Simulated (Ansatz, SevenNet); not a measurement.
For A-type hexagonal La2O3, the machine-learned potential SevenNet-l3i5 (trained on PBE and PBE+U data) gives:

| Quantity | Result |
|---|---|
| lattice parameter a | 3.937 Å |
| c axis length | 6.185 Å |

### Question
What does HSE06 in Ansatz (PAW) give for the same quantities?

### Answer

- lattice constant a: 3.919 Å (shrinks by 0.5 %)
- lattice parameter c: 6.138 Å (shrinks by 0.8 %)

For comparison: lattice constant a 3.934 Å (measured, 300 K, no zero-point or thermal correction, our sources range from 3.934 to 3.940; as tabulated in Santana et al. (2016), arXiv:1608.06321); lattice parameter c 6.13 Å (measured, temperature not stated, not corrected to a static lattice; as tabulated in Rustad et al. (2011), arXiv:1107.4261).

Changes are worked out from the printed values.

Unless a cell is named, each level is at its own relaxed cell (SevenNet-l3i5 16.61, HSE06 16.33 Å³/atom).

Ansatz's density-functional and Hartree–Fock values are scalar-relativistic unless marked +SOC, with PAW data made under PBE.

Ansatz is a first-principles code.
